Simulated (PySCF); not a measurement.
Match the calculated data to a structure.

All candidates are C5H5N.

- NMR, other nuclei: isotropic shieldings of nuclei other than C and H, by class: -54 (1 N) ppm [GIAO PBE0/pcSseg-1]
- Couplings: largest of the computed one-bond spin–spin couplings (means over like bonds): 13C–1H +182.5, 13C–1H +147.2 (×2), 13C–1H +144.9 (×2), 13C–13C +100.8, 13C–13C +65.6, 13C–13C +35.6, 13C–13C +34.5, 13C–13C +28.5 Hz [B3LYP/pcJ-1, spin–dipole term left out]
- 1H NMR: chemical shifts (computed TMS as zero) by class: 6.97 (1 H), 2.85 (2 H), 2.63 (2 H) ppm [GIAO PBE0/pcSseg-1]
- Rotational structure: rotational constants A, B, C: 12.771, 2.412, 2.082 GHz [GFN2-xTB]
- 13C NMR: chemical shifts (computed TMS as zero) by class: 163.2 (1 C), 126.8 (1 C), 118.8 (1 C), 35.3 (1 C), 31.5 (1 C) ppm [GIAO PBE0/pcSseg-1]
- Dipole: 4.46 D [PBE0/pcSseg-1]

Electronic properties: PySCF, gas phase, density fitting. Levels stand in brackets. Geometry: GFN2-xTB; no solvent, vibrations or thermal averaging. NMR classes are plain means over equivalent atoms (diastereotopic ones count apart unless rotation or inversion swaps them), as if these changed places fast.

Task: Which candidate is it?
A. `C=C/C=C\C#N`
B. `CC#CC1=NC1`
C. `C#C/C=N\C=C`
D. `N#CC1=CCC1`
E. `CC=C=CC#N`

Result: D. It is `N#CC1=CCC1`. Numbering: `[N:1]#[C:2][C:3]1=[CH:4][CH2:5][CH2:6]1`. Its formula, C5H5N, gives 4 degrees of unsaturation: 1 ring and 3 π bonds in the structure found. 5 carbons fall into 5 classes; from least to most shielded: alkene CH carbon [C4] (163.2 ppm), fully substituted alkene carbon [C3] (126.8 ppm), nitrile carbon [C2] (118.8 ppm), allylic carbon [C6] (35.3 ppm), allylic carbon [C5] (31.5 ppm). Hydrogen classes from least to most shielded: 1 H on an alkene CH carbon, C4 (6.97 ppm), 2 H on an allylic carbon, C6 (2.85 ppm), 2 H on an allylic carbon, C5 (2.63 ppm). The other shieldings belong to: -54 ppm, nitrile nitrogen [N1]. The couplings run between: +182.5 Hz, alkene CH carbon [C4] and its hydrogen; +147.2 Hz, allylic carbon [C6] and its hydrogen (with 1 like pair); +144.9 Hz, allylic carbon [C5] and its hydrogen (with 1 like pair); +100.8 Hz, nitrile carbon [C2] and fully substituted alkene carbon [C3]; +65.6 Hz, fully substituted alkene carbon [C3] and alkene CH carbon [C4]; +35.6 Hz, fully substituted alkene carbon [C3] and allylic carbon [C6]; +34.5 Hz, alkene CH carbon [C4] and allylic carbon [C5]; +28.5 Hz, allylic carbon [C5] and allylic carbon [C6]. The optimised geometry has point group Cs and is an asymmetric top.

The others, at the same levels:
- `C=C/C=C\C#N` fails: its computed 13C shifts are 158.7 (1 C), 142.7 (1 C), 135.0 (1 C), 121.1 (1 C), 104.9 (1 C) ppm, 1H shifts are 7.39 (1 H), 6.95 (1 H), 6.02 (1 H), 5.97 (1 H), 5.30 (1 H) ppm and rotational constant A is 10.055 GHz (against 12.771 GHz).
- `CC=C=CC#N` fails: its computed 13C shifts are 230.7 (1 C), 117.4 (1 C), 98.1 (1 C), 71.3 (1 C), 16.8 (1 C) ppm, 1H shifts are 5.91 (1 H), 5.22 (1 H), 1.95 (3 H) ppm and smallest rotational constant is 1.522 GHz (against 2.082 GHz).
- `C#C/C=N\C=C` fails: its computed 13C shifts are 150.3 (1 C), 142.9 (1 C), 132.0 (1 C), 97.1 (1 C), 79.5 (1 C) ppm, 1H shifts are 7.95 (1 H), 7.38 (1 H), 6.28 (1 H), 5.82 (1 H), 3.24 (1 H) ppm and rotational constant A is 10.694 GHz (against 12.771 GHz).
- `CC#CC1=NC1` fails: its computed 13C shifts are 167.7 (1 C), 138.6 (1 C), 72.1 (1 C), 25.0 (1 C), 7.5 (1 C) ppm, 1H shifts are 2.65 (3 H), 1.42 (2 H) ppm and rotational constant A is 22.867 GHz (against 12.771 GHz).

Each candidate is one conformer, not necessarily the lowest. The conformers computed, where there is a choice (atom-mapped SMILES and torsion angles):
- `[CH2:1]=[CH:2]/[CH:3]=[CH:4]\[C:5]#[N:6]`: C1–C2–C3–C4 180°
- `[CH:1]#[C:2]/[CH:3]=[N:4]\[CH:5]=[CH2:6]`: C3–N4–C5–C6 180°
